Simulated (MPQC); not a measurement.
**B2 (SMILES B#B), run twice**

Aim: energy and forces of B2 at ROKMLYP/6-31++G** (Cartesian functions).

The results are computed with MPQC 2.3.1.

### Step 1. The system as given

B2: 2 atoms, total charge 0, spin state triplet. SMILES: `B#B`. The coordinates come from a GFN2-xTB relaxation.

Bond lengths: B1–B2 1.405 Å.

### Step 2. The input as first written

mol.in

```
% job: B2
method: RKS (xc = KMLYP grid = fine)
charge: 1
gradient: yes
symmetry: c1
molecule: (bohr)
  B  0.00000000 0.00000000 0.00000000
  B  0.00000000 0.00000000 2.65529197
checkpoint: no
multiplicity: 3
basis: 6-31++G**
memory: 1000000000
optimize: no
```

The run is started by

```sh
$ mpqc mol.in > mol.out
```

The program printed:

```text
mpqc: error: given multiplicity is not possible
```

It took 0.06 s on 1 thread of Arm Neoverse V1, shared host.

### Step 3. Reading the log

The program refused the input.

The telling line is `mpqc: error: given multiplicity is not possible`. What is wrong: charge and multiplicity as typed don't fit the electron count or the species meant. To mend it: charge 0 in place of 1. That is the species meant; for the charge typed, the multiplicity would have to change.

### Step 4. The mended input

input.in

```
% B2
molecule: (bohr)
  B  0.00000000 0.00000000 0.00000000
  B  0.00000000 0.00000000 2.65529197
multiplicity: 3
checkpoint: no
optimize: no
gradient: yes
symmetry: c1
method: RKS (xc = KMLYP grid = fine)
memory: 1000000000
basis: 6-31++G**
```

The run is started by

```sh
$ mpqc -o input.out input.in
```

The program printed:

```text
MPQC: Massively Parallel Quantum Chemistry
[...]
  Integrated electron density error = 0.000052082146
  iter     1 energy =  -49.0693611580 delta = 1.24570e-01
  Integrated electron density error = 0.000004105424
  iter     2 energy =  -49.1900527736 delta = 5.13463e-02
[...]
  Integrated electron density error = 0.000000165843
  iter    17 energy =  -49.1967645640 delta = 4.75831e-08
  Integrated electron density error = 0.000000165843
  iter    18 energy =  -49.1967645640 delta = 2.30828e-08
  Integrated electron density error = 0.000000165843
  iter    19 energy =  -49.1967645640 delta = 1.31993e-08
[...]
  LUMO is     7   A =  -0.114610
  total scf energy =  -49.1967645640
[...]
  Integrated electron density error = 0.000000165434
  Total Gradient:
[...]
Value of the MolecularEnergy:  -49.1967645640
  Gradient of the MolecularEnergy:
      1    0.0000000001
      2    0.0000000001
      3    0.0419097234
      4   -0.0000000001
      5   -0.0000000001
      6   -0.0419097234
  Restricted Open Shell Kohn-Sham (HSOSKS) Parameters:
    Function Parameters:
      value_accuracy    = 6.532659e-09 (1.000000e-08) (computed)
      gradient_accuracy = 6.532659e-07 (1.000000e-06) (computed)
      hessian_accuracy  = 0.000000e+00 (1.000000e-04)
[...]
        symmetry = c1
[...]
        nbasis = 38
[...]
```

Wall time 4.2 s (1 thread of Arm Neoverse V1, shared host).

### Step 5. Summary of results

At ROKMLYP/6-31++G** (Cartesian functions):

| quantity | value |
| --- | --- |
| total energy | -49.19676 Eh |
| largest force on an atom | 2.155 eV/Å |

The largest force is 2.16 eV/Å: the shape isn't a stationary point for this species at this level.
